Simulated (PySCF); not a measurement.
Worked example for trifluoromethylgermane: homolysis of bond F1–C2

Structure: `F[C](F)(F)[GeH3]` (CH3F3Ge). Numbering: `[F:1][C:2]([F:3])([F:4])[GeH3:5]`

These are calculated values, M06-2X/def2-TZVP in PySCF (grid level 3) at geometries from PBE0-D3(BJ)/def2-SVP. Thermal corrections: PBE0-D3(BJ)/def2-SVP frequencies, unscaled, ideal gas at 298.15 K and 1 bar, quasi-RRHO entropy.

Step: `F[C](F)(F)[GeH3]` → F• + `F[C](F)[GeH3]`.

| species | charge | multiplicity | E / Eh |
| --- | --- | --- | --- |
| `F[C](F)(F)[GeH3]` | 0 | 1 | -2416.461418 |
| F• | 0 | 2 | -99.733733 |
| `F[C](F)[GeH3]` | 0 | 2 | -2316.532029 |

Thermal terms, products less reactant: Δ(H − E) = -8.13 kJ/mol, Δ(G − E) = -56.61 kJ/mol. 1 Eh = 2625.50 kJ/mol.

Q: What are ΔE, ΔH and ΔG of this step?

A: ΔE = 0.195656 Eh = 513.69 kJ/mol; ΔH = 505.6 kJ/mol; ΔG = 457.1 kJ/mol, all in the gas phase at 298.15 K and 1 bar. The digits show the arithmetic; the method itself can be off by 10 kJ/mol or more.

Caveats: spin-orbit coupling is left out of the energies, which matters for open shells on the heavier atoms; atoms from Ga to Kr are treated without relativity.
